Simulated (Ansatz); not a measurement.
Molecule: C2H3O (charge -1, singlet). It need not be the lowest isomer of its formula. Whether it binds its extra electron was not tested at this geometry. 
Geometry from a B3LYP-D3(BJ)/def2-TZVP (Ansatz, a program for electronic structure) optimisation:
SMILES: [CH-]1CO1
```xyz
6

C      0.1302     0.8511    -0.4547
O     -0.0038    -0.0030     0.8625
C      0.0249    -0.6401    -0.3861
H     -0.9203     1.2008    -0.6200
H     -0.8969    -1.1887    -0.6452
H      0.9162    -1.2540    -0.5898
```
Charge -1, spin multiplicity 1.

Parts of the frozen-core correlation energy in aug-cc-pVTZ (Ansatz, hartree). Frozen orbitals: 3; correlated occupied orbitals by spin: 9 and 9; virtual: 195 and 195. No spin-orbit coupling. Non-relativistic.

```csv
term,value
reference (HF),-152.25380
MP2 opposite-spin,[?]
MP2 same-spin,[?]
CCSD correlation,-0.61404
(T),[?]
T1 diagnostic,0.016
largest doubles amplitude,0.015
```

Fill in the missing entries.


- MP2 opposite-spin, value: -0.45532
- MP2 same-spin, value: -0.14743
- (T), value: -0.02963
